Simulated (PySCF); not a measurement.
# Static response to an electric field

Compound: sodium diatomic, Na2.
Geometry (PBE0-D3(BJ)/def2-TZVP, Å), atoms numbered from 1 in this order:
```
atom  x, y, z in Å
Na1    1.5572   -0.0421    0.0050
Na2   -1.5417    0.0120   -0.0177
```

Level: CAM-B3LYP/aug-cc-pVTZ (PySCF), static field, nuclei fixed, core orbitals frozen in the response. The polarisability tensor in these axes (au):

```
x   322.48  -2.33   0.98
y    -2.33 188.93  -0.02
z     0.98  -0.02 188.90
```

Q: What are the eigenvalues, a third of the trace, and Δα (Δα² = ½Σ(αi − αj)² over the three pairs)?

A: Principal values 188.89, 188.89 and 322.52 au; mean 233.44 au = 34.59 Å³ = 38.49 × 10⁻⁴⁰ C²·m²/J; Δα = 133.63 au (57 % of the mean).

Q: What is the dipole moment?

A: 0.00 D; point group D∞h allows none.

Q: Find the Langevin capture rate constant for NH4+ (18.034 u) meeting this molecule (45.980 u), k = 2.342 × 10⁻⁹ cm³/s × √(α in Å³ / reduced mass in u).

A: The reduced mass is 12.95 u, so k = 3.83 × 10⁻⁹ cm³/s.

Q: Sum over states: ᾱ = Σ f/ω², ω in Eh. What share falls to these 10 lowest TDDFT singlets (eV, f)? 2.11, 0.6335; 2.65, 0.5495; 2.65, 0.5495; 3.02, 0.0000; 3.23, 0.0000; 3.23, 0.0000; 3.30, 0.0000; 3.54, 0.0194; 3.69, 0.0000; 3.69, 0.0000.

A: They add up to 222.51 au, 95.3 % of the 233.44 au; the largest single term is 105.52 au, from the state at 2.11 eV. Terms in order: 105.52, 57.92, 57.92, 0.00, 0.00, 0.00, 0.00, 1.15, 0.00, 0.00 au. Higher excitations give the rest. The strengths listed sum to 1.752.

Q: What would n − 1 = 2πNα be for an ideal gas of these molecules at 400 K and 1 atm, electronic part alone?

A: N = p/kT = 1.8347 × 10¹⁹ cm⁻³, so n − 1 = 2π × N × 34.59 × 10⁻²⁴ cm³ = 3988 × 10⁻⁶ at long wavelengths, for an ideal gas.

Q: What are the principal values of the traceless quadrupole moment, Θ = ½Σq(3rr − r²1), about the centre of nuclear charge?

A: -6.64, -6.64, 13.28 D·Å. With no charge and no dipole, the values don't depend on the origin. The electronic extent ⟨r²⟩ about the same centre is 230 bohr², a root-mean-square distance of 1.71 Å for the 22 electrons.

Q: Molar refractivity from α?

A: Lorentz–Lorenz: R = (4π/3)N_A α = 2.5225 cm³/(mol·Å³) × 34.59 Å³ = 87.3 cm³/mol, in the limit of long wavelengths.

Isolated species at its PBE0-D3(BJ)/def2-TZVP geometry, gas phase.
